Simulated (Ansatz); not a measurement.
# C2H6 (ethane): a line through the functionals

C2H6: 8 atoms, total charge 0, spin state singlet. As SMILES, `CC`. The shape is that of a PBE0-D4/def2-TZVP optimisation.

The HOMO–LUMO gap y, in eV, basis def2-SVPD; a is the functional's share of exact exchange. Programs: Ansatz 0.2.0.

```
functional  program     a  y (eV)
    r2SCAN   Ansatz     0    9.62
       PBE   Ansatz     0    8.37
     B3LYP   Ansatz   0.2    9.99
   r2SCAN0   Ansatz  0.25   11.34
      PBE0   Ansatz  0.25       ?
     BHLYP   Ansatz   0.5   12.36
```

Question: Fit y = c + s·a to the known rows and predict PBE0.

Answer: 
1. Means of the 5 rows: a = 0.1900, y = 10.336.
2. Σ(Δa)² = 0.172, Σ(Δa·Δy) = 1.1938, so the slope is 1.1938/0.172 = 6.9407.
3. Intercept: 10.336 − (6.9407) × 0.1900 = 9.017. The largest residual of the fit is 0.65.
4. PBE0: 9.017 + (6.9407) × 0.25 = 10.75 eV.

The run gave 10.50 eV, so the prediction is off by +0.25 eV, within the scatter of the fit. Exact exchange lowers occupied levels and raises empty ones. The rows mix families of semi-local functionals, which the line can't see.
